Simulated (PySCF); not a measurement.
Where the electron goes

Compound: CH8Si2.
Cartesian coordinates in Å at the GFN2-xTB level; atoms count from 1:
```xyz
11
CH8Si2 angstrom
C     -1.5709    0.7055    0.0740
Si    -0.3682   -0.7612    0.2113
Si     1.7961   -0.0883   -0.2408
H     -2.5944    0.4074    0.2820
H     -1.3111    1.4939    0.7751
H     -1.5519    1.1362   -0.9234
H     -0.5211   -1.3245    1.5626
H     -0.8460   -1.8026   -0.7126
H      1.9424    0.4724   -1.5882
H      2.2687    0.9504    0.6805
H      2.7618   -1.1864   -0.1466
```

Theory: TDDFT CAM-B3LYP/def2-SVPD, vertical, gas phase, core orbitals frozen in the response (PySCF 2.14.0, density-fitted response routines).

Kohn–Sham orbitals with the atoms that hold most of them (Löwdin shares over 4%, at most four atoms; ? is withheld):

```
orbital  ε (eV)                              atoms
 HOMO-3  -11.32    Si3 37%, H11 27%, H10 9%, H9 8%
 HOMO-2  -10.69   Si2 29%, H7 17%, H8 17%, Si3 14%
 HOMO-1  -10.49                                  ?
   HOMO       ?   Si3 33%, Si2 31%, C1 10%, H11 6%
   LUMO    0.92                                  ?
 LUMO+1    1.25  Si3 50%, Si2 13%, H9 10%, H10 10%
 LUMO+2    1.45    Si3 34%, Si2 29%, H9 9%, H10 8%
```

(1) Give the leading atoms of the HOMO-1.

(2) Which atoms hold the LUMO, and with what shares?

(3) What is the HOMO energy, and the HOMO–LUMO gap?

Answers

(1) C1 (bonded to Si and 3 H) 31%; Si2 (bonded to C, Si and 2 H) 25%; Si3 (bonded to Si and 3 H) 8%; H8 (bonded to Si) 8%. By element: silicon 34%, carbon 31%, hydrogen 8% or more.

(2) Si2 (bonded to C, Si and 2 H) 26%; C1 (bonded to Si and 3 H) 18%; Si3 (bonded to Si and 3 H) 16%; H4 (bonded to C) 7%. By element: silicon 42%, carbon 18%, hydrogen 7% or more.

(3) ε(HOMO) = -9.64 eV; the gap is 10.56 eV (0.3881 hartree).

**Question.** How does S1 compare with the orbital gap of 10.56 eV?

**Answer.** S1 is at 7.37 eV (f = 0.041), 3.19 eV below the gap, made of HOMO→LUMO (82%). 

**Question.** Give energy, strength and leading configuration of S1 and S5, and follow the Löwdin shares of the leading atoms from the occupied to the empty orbital.

**Answer.** 
- S1 (7.37 eV, f 0.041), HOMO→LUMO (82%): Si3 33% → 16%, Si2 31% → 26%, C1 10% → 18%
- S5 (8.33 eV, f 0.012), HOMO-2→LUMO (76%): Si2 29% → 26%, H7 17% → at most 7%, C1 at most 14% → 18%
